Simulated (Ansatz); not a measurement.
Input file:

```yaml
crystal:
  periodic: [false, false, false]
  atoms:
    - {symbol: C, position_ang: [0.000000, 0.000000, 0.000000]}
    - {symbol: Ga, position_ang: [0.000000, 0.000000, 3.762000]}
basis:
  gaussian: {orbitals: cc-pVDZ}
magnetization: {spin_polarized: true, initial_magnetization: 1}
correlation: {method: bccd_t, electrons: outside_noble_gas}
```

```sh
$ ansatz run in.yaml --threads 1 --pin off --events-out ev --progress --plain --max-ram 2393MiB
```

(1) Roughly how long does this take on 1 thread of Arm Neoverse V2, shared host, and how much host memory?

```
457 factors; integrals over basis functions are off by at most 5.4e-4 eV
mean field evaluation 1: about -53354.7852 eV, gradient 9.0e0 eV
mean field evaluation 2: about -53354.7854 eV, gradient 9.0e0 eV
mean field evaluation 4: about -53356.4509 eV, gradient 3.4e0 eV
mean field evaluation 8: about -53356.0596 eV, gradient 6.3e-1 eV
mean field evaluation 16: about -53358.1876 eV, gradient 2.3e-6 eV
mean field evaluation 32: about -53358.1877 eV, gradient 7.6e-2 eV
mean field evaluation 64: about -53358.2378 eV, gradient 3.4e-1 eV
mean field evaluation 96: about -53358.2819 eV, gradient 5.6e-1 eV
mean field evaluation 128: about -53356.0594 eV, gradient 6.4e-1 eV
mean field evaluation 160: about -53358.2862 eV, gradient 3.2e-2 eV
...
mean field -53358.28630984 eV, -1960.8808543410 hartree, gradient 1.8e-6 eV, S^2 1.774195; 38 other end points of the search recorded, 0 dependent functions left out
determinant -53358.28630984 eV, -1960.8808543410 hartree, with singles and doubles -53361.50766309 eV, -1960.9992368895 hartree
determinant -53358.25508137 eV, -1960.8797067161 hartree, with singles and doubles -53361.45001814 eV, -1960.9971184768 hartree
determinant -53358.23548112 eV, -1960.8789864201 hartree, with singles and doubles -53361.42963369 eV, -1960.9963693621 hartree
determinant -53358.20812417 eV, -1960.8779810706 hartree, with singles and doubles -53361.40273456 eV, -1960.9953808371 hartree
determinant -53358.18756819 eV, -1960.8772256524 hartree, with singles and doubles -53361.43245041 eV, -1960.9964728747 hartree
determinant -53357.67290588 eV, -1960.8583121614 hartree, with singles and doubles -53361.00783522 eV, -1960.9808685543 hartree
determinant -53357.61701031 eV, -1960.8562580372 hartree, with singles and doubles -53360.94495973 eV, -1960.9785579225 hartree
determinant -53357.60692595 eV, -1960.8558874437 hartree, with singles and doubles -53360.95152883 eV, -1960.9787993326 hartree
determinant -53357.59559796 eV, -1960.8554711478 hartree, with singles and doubles -53360.92311260 eV, -1960.9777550553 hartree
determinant -53357.57184405 eV, -1960.8545982077 hartree, with singles and doubles -53360.92260428 eV, -1960.9777363747 hartree
determinant -53357.56715156 eV, -1960.8544257618 hartree, with singles and doubles -53360.95690550 eV, -1960.9789969214 hartree
determinant -53357.54815986 eV, -1960.8537278296 hartree, with singles and doubles -53360.87303629 eV, -1960.9759147850 hartree
determinant -53357.53406148 eV, -1960.8532097237 hartree, with singles and doubles -53360.86706743 eV, -1960.9756954335 hartree
determinant -53357.35108982 eV, -1960.8464856394 hartree, with singles and doubles -53360.73568188 eV, -1960.9708671034 hartree
determinant -53356.29537467 eV, -1960.8076888233 hartree, with singles and doubles -53360.49670798 eV, -1960.9620849746 hartree
determinant -53355.88416604 eV, -1960.7925771846 hartree, with singles and doubles -53359.82420606 eV, -1960.9373709847 hartree
determinant -53355.87643597 eV, -1960.7922931098 hartree, with singles and doubles -53359.82558591 eV, -1960.9374216933 hartree
determinant -53355.76483323 eV, -1960.7881917850 hartree, with singles and doubles -53359.72000813 eV, -1960.9335417814 hartree
determinant -53355.70815612 eV, -1960.7861089396 hartree, with singles and doubles -53359.68967931 eV, -1960.9324272180 hartree
determinant -53355.51233374 eV, -1960.7789125999 hartree, with singles and doubles -53359.53994702 eV, -1960.9269246579 hartree
determinant -53354.97952372 eV, -1960.7593321926 hartree, with singles and doubles -53358.75863017 eV, -1960.8982117933 hartree
determinant -53358.28630984 eV, -1960.8808543410 hartree, with singles and doubles -53361.50952727 eV, -1960.9993053970 hartree
determinant -53358.25508137 eV, -1960.8797067161 hartree, with singles and doubles -53361.44988102 eV, -1960.9971134378 hartree
determinant -53358.23548112 eV, -1960.8789864201 hartree, with singles and doubles -53361.42925973 eV, -1960.9963556193 hartree
determinant -53358.20812417 eV, -1960.8779810706 hartree, with singles and doubles -53361.40243139 eV, -1960.9953696958 hartree
determinant -53358.18756819 eV, -1960.8772256524 hartree, with singles and doubles -53361.43702828 eV, -1960.9966411081 hartree
determinant -53357.67290588 eV, -1960.8583121614 hartree, with singles and doubles -53361.12661246 eV, -1960.9852335372 hartree
15 core orbitals not correlated: weight in the atoms' cores, before any rotation towards them, 1.000 or more for the frozen orbitals, at most 0.000 for the correlated occupied ones
reference -53358.28630984 eV, -1960.8808543410 hartree; 4, 3 occupied and 22, 23 virtual orbitals, 457 factors
second order -2.24253372 eV of doubles, -0.00000000 eV of singles
...
cycle   5  -3.22047529 eV  change   -2.0e-4 eV  update   2.1e-4
cycle   6  -3.22051448 eV  change   -3.9e-5 eV  update   1.5e-4
cycle   7  -3.22053551 eV  change   -2.1e-5 eV  update   1.2e-4
cycle   8  -3.22058346 eV  change   -4.8e-5 eV  update   8.3e-5
cycle   9  -3.22061227 eV  change   -2.9e-5 eV  update   5.8e-5
cycle  10  -3.22061231 eV  change   -3.6e-8 eV  update   4.1e-5
cycle  11  -3.22061113 eV  change    1.2e-6 eV  update   2.2e-5
cycle  12  -3.22061699 eV  change   -5.9e-6 eV  update   1.3e-5
cycle  13  -3.22062256 eV  change   -5.6e-6 eV  update   8.9e-6
cycle  14  -3.22062621 eV  change   -3.7e-6 eV  update   6.6e-6
perturbative correction -0.05726731 eV, -0.0021045348 hartree
WARN: the results are in doubt because among natural orbitals the method converges to other amplitudes
Total energy: -53361.56420335 eV, -1961.0013147059 hartree
In doubt: among natural orbitals the method converges to other amplitudes
```

Answers

(1) 19 s wall and 0.2 GiB.
